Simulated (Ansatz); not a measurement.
SnSe (Pnma, No. 62), treated with PBE-D3(BJ) (PAW; Ansatz, an electronic-structure program).

Settings: plane-wave cutoff 500 eV, 8×8×4 k mesh (along the axes of the cell as run), Fermi–Dirac smearing 0.05 eV, scalar-relativistic PAW data made under PBE.

Computed at the level's own relaxed cell.

**Question.** What does this level give for the volume per atom?

**Answer.** 
volume per atom: 26.24 Å³/atom

Note: a distance lies near a switch of the dispersion term, which can move the cell.

Spin–orbit coupling is not included.

Static lattice: no zero-point or thermal effects.

Computing time: very roughly 6 core-minutes.
